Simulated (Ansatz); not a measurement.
Two isomers of C6H12: A = `C=CC(C)CC`, B = `C1CCCCC1`.

Gas-phase electronic energies from Ansatz, PBE0-D4/def2-TZVP geometries. CCSD(T)/CBS adds triple-zeta CCSD(T) − MP2 to the extrapolated MP2 energy (def2 sets, frozen cores). Functionals use def2-TZVPP. B3LYP here is the variant with VWN-RPA as its local correlation; programs differ in this. Each species was taken in one conformer, which may not be the lowest.

A:

```xyz
18

C     1.7799    1.4872    0.3701
C     0.6474    0.8891    0.7102
C     0.2096   -0.4692    0.2632
C     0.0464   -1.3939    1.4657
C    -1.0924   -0.3938   -0.5389
C    -0.9693    0.3803   -1.8387
H     2.4950    1.0077   -0.2917
H     2.0362    2.4737    0.7394
H    -0.0446    1.4057    1.3767
H     0.9898   -0.8791   -0.3910
H    -0.7178   -1.0099    2.1485
H     0.9794   -1.4838    2.0256
H    -0.2625   -2.3934    1.1489
H    -1.8681    0.0566    0.0927
H    -1.4276   -1.4158   -0.7475
H    -1.9187    0.4013   -2.3784
H    -0.6599    1.4123   -1.6587
H    -0.2228   -0.0749   -2.4960
```

B:

```xyz
18

C    -0.327   -1.360   -0.298
C     0.186   -0.933    1.068
C     1.162    0.244    0.938
C     0.821    1.142   -0.258
C    -0.678    1.150   -0.515
C    -1.163   -0.243   -0.936
H     0.529   -1.598   -0.939
H    -0.916   -2.278   -0.226
H    -0.668   -0.644    1.691
H     0.668   -1.768    1.584
H     1.147    0.832    1.860
H     2.184   -0.132    0.832
H     1.332    0.778   -1.156
H     1.195    2.155   -0.087
H    -0.940    1.888   -1.277
H    -1.191    1.464    0.401
H    -2.215   -0.362   -0.657
H    -1.124   -0.336   -2.026
```

Q: Which is lower in electronic energy at CCSD(T)/CBS, and by how much? (An estimate is asked.)

A: The calculation gave: B, by 13.5 kcal/mol.

Q: Give E(B) − E(A) in kcal/mol with PBE-D4, B3LYP, CCSD/def2-TZVPP, B2PLYP, HF/def2-TZVPP, MP2/def2-TZVPP, ωB97M-V. (Best estimate.)

A: Computed: PBE-D4 -14.1, B3LYP -9.7, CCSD/def2-TZVPP -14.1, B2PLYP -11.6, HF/def2-TZVPP -10.3, MP2/def2-TZVPP -15.2, ωB97M-V -14.6. None reverses the order clearly.

Largest T1 diagnostic: 0.009.

The D4 term adds −1.3 kcal/mol with B3LYP and −0.6 kcal/mol with PBE0; it sums over pairs of atoms, weighted by their polarisabilities, and B3LYP, whose exchange is more repulsive, gets the larger term. From PBE to PBE0 (25 % exact exchange), in def2-TZVPP and without D4, E(B) − E(A) moves by −3.1 kcal/mol.
